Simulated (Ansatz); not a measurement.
**C2O: single points off equilibrium**

An exercise on one series of results from a longer session: the logs are not shown, and one member is left open.

The runs use Ansatz 0.2.0, Gaussian basis; single points in def2-TZVPP.

Correlated methods freeze the cores.

**The starting structure**

SMILES `C1#CO1`, 3 atoms, charge 0, spin multiplicity 1.

Atoms are counted from 1 here; the program's logs count them from 0.

Bond lengths: C1–C2 1.492 Å, C1–O3 1.374 Å, C2–O3 1.375 Å. Angles: C2–C1–O3 57.1°, C1–C2–O3 57.1°, C1–O3–C2 65.8°.

Coordinates:

```mol
C2O
  3D, bonds by distance, orders not assigned

  3  3  0  0  0  0  0  0  0  0999 V2000
    0.8330   -0.2594    0.1953 C   0  0
   -0.2160    0.7821   -0.0090 C   0  0
   -0.4381   -0.5555   -0.2343 O   0  0
  1  2  8  0
  1  3  8  0
  2  3  8  0
M  END
```

Set-up of the first run:

Input file run/in.yaml:

```yaml
crystal:
  periodic: [false, false, false]
  atoms:
    - {symbol: C, position_ang: [0.832953, -0.259420, 0.195324]}
    - {symbol: C, position_ang: [-0.215993, 0.782137, -0.008963]}
    - {symbol: O, position_ang: [-0.438126, -0.555480, -0.234326]}
basis:
  gaussian: {orbitals: def2-TZVPP}
hamiltonian: {xc: pbe, dispersion: d4}
output: {forces: true}
```

On the command line:

```bash
ansatz run in.yaml --threads 2 --pin off --events-out ev --progress --plain --max-ram 3481MiB
```

Among the steps run: PBE-D4/def2-TZVPP; r2SCAN-D4/def2-TZVPP; PBE0-D4/def2-TZVPP; wB97M-V/def2-TZVPP; CCSD(T)/def2-TZVPP.

One table of the session follows, with a row left open; its other results are not shown here.

| method | RMS force component (eV/Å) | angle to CCSD(T) forces (°) | dipole (D) |
| --- | --- | --- | --- |
| PBE-D4 | 0.363 | 18.2 | 0.65 |
| r2SCAN-D4 | ? | ? | ? |
| PBE0-D4 | 1.004 | 13.9 | 0.53 |
| wB97M-V | 0.965 | 15.1 | 0.47 |
| CCSD(T) | 0.471 | reference | 0.49 |

Q: Estimate the row for r2SCAN-D4 from the others.

As computed: RMS force component (eV/Å): 0.666; angle to CCSD(T) forces (°): 4.5; dipole (D): 0.59. In the column «RMS force component (eV/Å)» it lies between CCSD(T) (0.471) and wB97M-V (0.965).
